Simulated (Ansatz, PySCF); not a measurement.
## Smallest direct gap on the k points sampled of cubic BN at several levels of theory

No measured value is used here.

```tsv
level (code)	value (eV)	cell (Å³/atom)
LDA (Ansatz)	…	5.91
PBE (Ansatz)	…	5.91
PBE-D3(BJ) (Ansatz)	8.86	5.86
r²SCAN+rVV10 (Ansatz)	9.59	5.86
r²SCANh (Ansatz)	10.44	5.91
Hartree–Fock (Ansatz)	19.40	5.91
G0W0@PBE (PySCF)	11.08 ± 0.1	5.91
```

### Question
Some entries are withheld; supply them.

### Answer

- LDA (Ansatz, an electronic-structure program), value (eV): 8.69
- PBE (Ansatz), value (eV): 8.83

At these levels the smallest gap is indirect and lower: LDA 4.36, PBE 4.47, PBE-D3(BJ) 4.48, r²SCAN+rVV10 4.96, r²SCANh 5.74, Hartree–Fock 13.72, G0W0@PBE 6.23 eV. Computed values are for a static lattice.  A ± on a computed value is a rough bar: the spread of its extrapolation, a floor set from checks against published values, or a statistical error. Values are at the measured cell; PBE-D3(BJ) at the level's own equilibrium cell; r²SCAN+rVV10 at the level's own equilibrium cell. Cutoffs and k meshes differ between the levels. Ansatz's density-functional and Hartree–Fock values are scalar-relativistic unless marked +SOC, with PAW data made under PBE.
